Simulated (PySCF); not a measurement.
Molecule: SMILES C=CCC(N)=S, C4H7NS.

Bonds (- single, = double, # triple, : aromatic): C1=C2, C2-C3, C3-C4, C4-N5, C4=S6. C1 carries H7, H8; C2 carries H9; C3 carries H10, H11; N5 carries H12, H13. H7 is cis to C3; H12 is cis to the C=O or C=S heteroatom; H8 is trans to C3; H13 is trans to the C=O or C=S heteroatom.

Frames of a GFN2-xTB Langevin trajectory at 400 K; GIAO PBE0/pcSseg-1 shieldings in PySCF 2.14.0 with density-fitted response routines, gas phase, non-relativistic; equivalent atoms averaged within each frame.

Shifts are taken against calculated references (same method and geometry level): TMS for 13C (σref 186.93) and 1H (σref 31.72); NH3 for 15N (σref 267.73); 33S (σref 503.73) against CS2. The references are static minima.

**Question.** How do the shifts (ppm) fluctuate along the trajectory?

**Answer.** 
| time (fs) | C4 | C2 | C1 | C3 | N5 | S6 | H9 | H12 | H8 | H13 |
| --- | --- | --- | --- | --- | --- | --- | --- | --- | --- | --- |
| 250 | 228.7 | 138.8 | 120.9 | 50.2 | 150.2 | 388 | 6.22 | 6.04 | 5.72 | 5.43 |
| 425 | 225.3 | 157.7 | 119.3 | 56.6 | 155.0 | 399 | 7.87 | 5.20 | 5.03 | 5.58 |
| 625 | 209.8 | 141.8 | 121.5 | 50.8 | 138.9 | 322 | 5.65 | 5.96 | 5.89 | 4.76 |
| 800 | 221.3 | 143.3 | 118.8 | 60.3 | 142.7 | 464 | 5.34 | 4.71 | 4.75 | 5.24 |
| 1000 | 238.6 | 138.6 | 133.9 | 50.4 | 164.7 | 615 | 6.03 | 7.77 | 6.70 | 5.17 |
| mean of frames | 224.8 | 144.0 | 122.9 | 53.7 | 150.3 | 438 | 6.22 | 5.94 | 5.62 | 5.24 |
| standard deviation | 10.5 | 7.9 | 6.3 | 4.6 | 10.2 | 111 | 0.98 | 1.16 | 0.77 | 0.31 |

5 frames give an uncertainty of the mean of about the standard deviation over 2.2 at best, since frames this close in time may not be independent; classical motion lacks zero-point vibration, and the reference would need the same averaging.
